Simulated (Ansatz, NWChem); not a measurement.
Heat of formation of CN (SMILES [C]#N) from total energies

CN: 2 atoms, total charge 0, spin state doublet. SMILES: `[C]#N`. Geometry: relaxed at PBE0-D4/def2-TZVP.

```xyz
2

C     0.4956   -0.1604    0.2552
N    -0.4956    0.1604   -0.2552
```

Total energies at UBHLYP/cc-pVTZ (NWChem 7.3.0); the atoms run unrestricted:

| species | state | energy (Eh) |
| --- | --- | --- |
| CN | doublet | -92.685903 |
| C | triplet | -37.846810 |
| N | quartet | -54.588705 |

Harmonic wavenumbers at UPBE0-D4/def2-TZVP, in cm⁻¹: 2183.

Measured heats of formation of the gaseous atoms at 298.15 K, in kJ/mol: C 716.9, N 472.4. Take 1 Eh = 2625.50 kJ/mol, 1 cm⁻¹ = 0.0119627 kJ/mol, RT = 2.479 kJ/mol.

Work out the heat of formation of the gas at 298 K.


1. Electronic atomisation energy: (-37.846810) + (-54.588705) − (-92.685903) = 0.250388 Eh = 657.4 kJ/mol.
2. Zero-point energy: half the sum of the wavenumbers, 1091.5 cm⁻¹ = 13.1 kJ/mol.
3. Thermal vibrational enthalpy, Σ hcν̃/(exp(hcν̃/kT) − 1): 0.0 kJ/mol. Translation, rotation and pV of a linear molecule: 3.5 RT = 8.7 kJ/mol.
4. The 2 free atoms carry 5/2 RT each: 12.4 kJ/mol.
5. Atomisation enthalpy at 298 K: 657.4 − 13.1 − 0.0 − 8.7 + 12.4 = 648.0 kJ/mol.
6. Sum of the atoms' heats of formation: 1189.3 kJ/mol. Heat of formation: 1189.3 − 648.0 = +541.3 kJ/mol.

No measured value is set beside it here. Hybrids with much exact exchange underbind. Anharmonicity and any spin-orbit splitting of the molecule are left out.
